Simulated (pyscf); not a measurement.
Thermochemistry of product channels of AsH₃ (SMILES [AsH3]) + GeH₃• (SMILES [GeH3]) on the doublet surface, in kJ/mol, from ωB97M-D3(BJ)/def2-TZVP energies (ideal gas, 1 atm, RRHO with modes under 100 cm⁻¹ raised to 100, one conformer, R ln 2 for chiral ones without a mode under 150 cm⁻¹). PySCF, gas phase, ωB97X-D3(BJ)/def2-SVP geometries.

| products | ΔE | ΔH(298 K) | ΔG(298 K) | ΔG(1200 K) |
|---|---|---|---|---|
| H₃Ge–AsH₂ (SMILES [GeH3][AsH2]) + H• (SMILES [H]) | [?] | +62.3 | +72.0 | +86.8 |
| H₃Ge–AsH• (SMILES [GeH3][AsH]) + H₂ (SMILES [H][H]) | -58.1 | -61.0 | -56.7 | -56.3 |
| AsH₂• (SMILES [AsH2]) + H₂ (SMILES [H][H]) + GeH₂ (SMILES [GeH2]) [singlet] | +136.7 | +121.0 | +84.0 | -34.5 |
| AsH₂• (SMILES [AsH2]) + GeH₄ (SMILES [GeH4]) | -43.7 | -44.1 | -41.2 | -32.4 |
| •H₂Ge–AsH₂ (SMILES [GeH2][AsH2]) + H₂ (SMILES [H][H]) | -25.6 | -28.7 | -24.5 | [?] |

**Question.** Some entries are withheld; supply them.

**Answer.** 
- H₃Ge–AsH₂ (SMILES [GeH3][AsH2]) + H• (SMILES [H]), ΔE: +69.6
- •H₂Ge–AsH₂ (SMILES [GeH2][AsH2]) + H₂ (SMILES [H][H]), ΔG(1200 K): -24.6

The channel to AsH₂• + H₂ + GeH₂ [singlet] turns favourable between 298 and 1200 K (ΔG from +84.0 kJ/mol to -34.5 kJ/mol).

These are energies of the channels, which say nothing of barriers. Elements up to Kr have no core potential and no relativistic terms here.
